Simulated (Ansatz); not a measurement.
# AlHF (doublet): wave-function methods side by side, def2-TZVPP

An exercise on one series of results from a longer session: the logs are not shown, and one member is left open.

The runs use Ansatz 0.2.0, Gaussian basis; def2-TZVPP, core rule «outside noble gas», up to 6 orbitals frozen.

The runs, in order: UHF; ROHF; CCSD(T) on UHF.

2 further runs of the same task are left out: 2 set aside as unsound or not needed.

## What is computed

The geometry is a PBE0/def2-TZVP stationary point (not a proven minimum).

3 atoms, charge 0, spin multiplicity 2.

Atoms are counted from 1 here; the program's logs count them from 0.

Bond lengths: Al1–F2 1.656 Å, Al1–H3 1.607 Å. Angles: F2–Al1–H3 115.4°.

As a file:

```xyz
3
charge 0, multiplicity 2
Al    0.00000   -0.11530    0.64523
F     0.00000    0.09823   -0.99685
H     0.00000    1.23484    1.51725
```

The first run:

Contents of in.yaml:

```yaml
crystal:
  periodic: [false, false, false]
  atoms:
    - {symbol: Al, position_ang: [0.000000, -0.115297, 0.645226]}
    - {symbol: F, position_ang: [0.000000, 0.098231, -0.996846]}
    - {symbol: H, position_ang: [0.000000, 1.234843, 1.517246]}
basis:
  gaussian: {orbitals: def2-TZVPP}
magnetization: {spin_polarized: true, initial_magnetization: 1}
hamiltonian: {xc: hf}
output: {orbitals: {seedname: orbitals}}
```

The run is started by

```console
> ansatz run in.yaml --threads 1 --pin off --events-out ev --progress --plain --max-ram 4096MiB --backend cpu
```

Among the steps run: UHF; ROHF; CCSD(T) on UHF.

One of the session's tables, all rows but one given; the rest of the session is left out.

It belongs to the step «Misses and costs». 

| method | from UCCSD(T) (kJ/mol) |
| --- | --- |
| ROHF | +870.5 |
| UHF | +866.9 |
| UMP2 | +48.0 |
| UCCSD | ? |
| UCCSD(T) | 0 |

**Question.** Estimate the row for UCCSD.

As computed: from UCCSD(T) (kJ/mol): +22.9. In the column «from UCCSD(T) (kJ/mol)» it lies between UCCSD(T) (0) and UMP2 (+48.0).

With the free atoms at the same levels and basis (separate runs), the atomisation energy is 8.348 eV at UCCSD(T), 6.775 eV at ROHF.
